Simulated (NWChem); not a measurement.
Species: C₄H₁₀ cation, doublet; SMILES of the neutral closed-shell parent CC(C)C

```xyz
14

C      1.0486     1.0486    -0.0452
C      0.0000     0.0000     0.1581
C      0.3838    -1.4325    -0.0452
C     -1.4325     0.3838    -0.0452
H      2.0420     0.7601     0.3269
H      1.1577     1.1577    -1.1543
H      0.7601     2.0420     0.3269
H      0.0000     0.0000     1.3655
H      1.3884    -1.6792     0.3269
H      0.4238    -1.5815    -1.1543
H     -0.3628    -2.1485     0.3269
H     -2.1485    -0.3628     0.3269
H     -1.6792     1.3884     0.3269
H     -1.5815     0.4238    -1.1543
```
Atoms are numbered in this order, from 1.

Program: NWChem. Spin-unrestricted. In the optimisation the excess spin sits in a (C3, its own frame). Structure relaxed at the PBE0/def2-SVP, spin-unrestricted level. Not confirmed as a minimum by frequencies. This spin state was assumed; another may lie lower. No stability test was run on the SCF state.

Problem. Estimate the computed values for TPSS/aug-cc-pVDZ. Quantities: highest occupied level (eV); lowest empty minus highest occupied level, either spin (eV); <S²>.

Solution. 
```json
{
  "highest occupied level (eV)": "-13.77",
  "lowest empty minus highest occupied level, either spin (eV)": "1.33",
  "<S²>": "0.754"
}
```
